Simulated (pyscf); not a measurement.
•H₂C–SiH(Cl)–Cl + hydrogen (H₂) → H₃C–SiH(Cl)–Cl + H atom (H•), a hydrogen abstraction (doublet surface; H–H broken, C–H formed). Single points on ωB97X-D3(BJ)/def2-SVP structures (PySCF, gas phase). Energies in kcal/mol from the separated reactants.

Small-basis levels: PySCF, no dispersion term, spherical d functions. AM1 to PM7: differences of heats of formation from MOPAC, which are fitted to 298 K values and so differ in kind from electronic energies by zero-point and thermal terms. GFN2-xTB: tblite. Open shells are spin-unrestricted. 

```json
[
 {"level": "BP86/6-31G*", "barrier": "7.5", "reaction energy": "+2.0"},
 {"level": "B3LYP/LANL2DZ", "barrier": "10.2", "reaction energy": "+1.0"},
 {"level": "M06-2X/6-31G*", "barrier": "11.6", "reaction energy": "-2.5"},
 {"level": "B3LYP/6-311+G**", "barrier": "11.0", "reaction energy": "+2.5"},
 {"level": "GFN2-xTB", "barrier": "___", "reaction energy": "-19.8"},
 {"level": "AM1", "barrier": "19.1", "reaction energy": "+19.8"},
 {"level": "PM7", "barrier": "___", "reaction energy": "+46.0"},
 {"level": "ωB97M-D3(BJ)/def2-TZVP", "barrier": "___", "reaction energy": "-1.2"}
]
```

**Question.** Complete the blanks.

**Answer.** 
- GFN2-xTB, barrier: -5.2
- PM7, barrier: 28.0
- ωB97M-D3(BJ)/def2-TZVP, barrier: 11.2

Against the last row the barrier runs from -16.4 (GFN2-xTB) to +16.8 kcal/mol (PM7). At GFN2-xTB, AM1, PM7 this geometry lies under one side, so the entry may be no barrier of that level: it is a single point on another level's saddle. ωB97M-D3(BJ)/def2-TZVP has limits of its own. •H₂C–SiH(Cl)–Cl lies 11.9 kcal/mol over its isomer H₃C–Si•(Cl)–Cl (electronic energy, ωB97M-D3(BJ)/def2-TZVP). One saddle was located; it need not be the lowest between these sides. The angle at the transferred H is 177°.
